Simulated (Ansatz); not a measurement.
**C3H4ClFO: up Jacob's ladder to CCSD(T)**

An exercise on one series of results from a longer session: the logs are not shown, and one member is left open.

The runs use Ansatz 0.2.0, Gaussian basis; functionals in def2-TZVPP, the program's frozen cores in correlated methods.

The runs, in order: PBE-D4, r2SCAN-D4, PBE0-D4, B3LYP-D4, ωB97X-V, ωB97M-V, B2PLYP; CCSD(T)/def2-TZVPP; MP2/def2-QZVPP; extrapolation to the limit.

## The relaxed structure

All runs share one geometry, relaxed beforehand with PBE0-D4 in a triple-zeta def2 set.

10 atoms, charge 0, spin multiplicity 1.

Atoms are counted from 1 here; the program's logs count them from 0.

Bond lengths: O1–C2 1.408 Å, O1–H7 0.961 Å, C2–C3 1.487 Å, C2–H8 1.090 Å, C2–H9 1.100 Å, C3–F4 1.339 Å, C3–C5 1.324 Å, C5–Cl6 1.708 Å, C5–H10 1.080 Å. Angles: C2–O1–H7 108.3°, O1–C2–C3 112.7°, O1–C2–H8 107.1°, O1–C2–H9 111.1°, C3–C2–H8 109.2°, C3–C2–H9 108.7°, H8–C2–H9 107.9°, C2–C3–F4 112.9°, C2–C3–C5 126.1°, F4–C3–C5 121.1°, C3–C5–Cl6 123.7°, C3–C5–H10 120.5°, Cl6–C5–H10 115.8°.

The first run:

Contents of in.yaml:

```yaml
crystal:
  periodic: [false, false, false]
  atoms:
    - {symbol: O, position_ang: [-0.701132, -1.787982, 0.534280]}
    - {symbol: C, position_ang: [0.144458, -0.683398, 0.754634]}
    - {symbol: C, position_ang: [0.203584, 0.234972, -0.413167]}
    - {symbol: F, position_ang: [0.702028, -0.349097, -1.509892]}
    - {symbol: C, position_ang: [-0.177569, 1.502517, -0.427712]}
    - {symbol: Cl, position_ang: [-0.051883, 2.515187, -1.797348]}
    - {symbol: H, position_ang: [-0.356081, -2.289398, -0.209911]}
    - {symbol: H, position_ang: [-0.249573, -0.143928, 1.616454]}
    - {symbol: H, position_ang: [1.166227, -1.008834, 0.998695]}
    - {symbol: H, position_ang: [-0.596859, 1.958861, 0.456965]}
basis:
  gaussian: {orbitals: def2-TZVPP}
hamiltonian: {xc: pbe, dispersion: d4}
output: {forces: true, orbitals: {seedname: orbitals}}
```

Command:

```
ansatz run in.yaml --threads 4 --pin off --events-out ev --progress --plain --max-ram 10444MiB
```

Among the steps run: PBE-D4 (GGA); r2SCAN-D4 (meta-GGA); PBE0-D4 (hybrid); B3LYP-D4 (hybrid); ωB97X-V (range-separated); ωB97M-V (range-separated); B2PLYP (double hybrid); CCSD(T) in def2-TZVPP; MP2 in def2-QZVPP.

One table of the session follows, with a row left open; its other results are not shown here.

| method | atomisation energy (kcal/mol) |
| --- | --- |
| PBE-D4 | 983.7 |
| r2SCAN-D4 | ? |
| PBE0-D4 | 954.9 |
| B3LYP-D4 | 942.5 |
| ωB97X-V | 946.4 |
| ωB97M-V | 949.1 |
| B2PLYP | 934.3 |
| HF/def2-TZVPP | 657.0 |
| MP2/def2-TZVPP | 947.2 |
| CCSD/def2-TZVPP | 898.6 |
| CCSD(T)/def2-TZVPP | 917.9 |
| MP2/CBS | 973.8 |
| CCSD(T)/CBS | 944.5 |

Estimate the missing values for r2SCAN-D4.

The run gave: atomisation energy (kcal/mol): 951.3. In the column «atomisation energy (kcal/mol)» it lies between ωB97M-V (949.1) and PBE0-D4 (954.9).
